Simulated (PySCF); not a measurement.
CH2, SMILES [CH2] (connectivity only; charge and spin as stated), neutral, multiplicity 1.

Geometry optimised at B3LYP-D3(BJ)/def2-TZVPD. The isomer is the one that the SMILES or the coordinates give; other isomers of the formula were not compared.

Two levels are set side by side: TDA-PBE/def2-TZVPD (PySCF) and EOM-CCSD/aug-cc-pVDZ (PySCF). Vertical, same geometry; the bases differ. Differences are taken from unrounded values.

```json
[
 {"quantity": "lowest singlet excitation (eV)", "EOM-CCSD": "1.74"},
 {"quantity": "lowest triplet excitation (TDA for PBE) (eV)", "EOM-CCSD": "-0.03"}
]
```

### Question
What does TDA-PBE give, and how far is it from EOM-CCSD? (The exact figures need the calculation; the answer reports its results.)

### Answer

```tsv
quantity	TDA-PBE	TDA-PBE minus EOM-CCSD
lowest singlet excitation (eV)	1.71	-0.03
lowest triplet excitation (TDA for PBE) (eV)	4.20	4.23
```

Rough cost on one machine, each run with all the roots and properties that it gave: EOM-CCSD against TDA-PBE within a factor of 2.
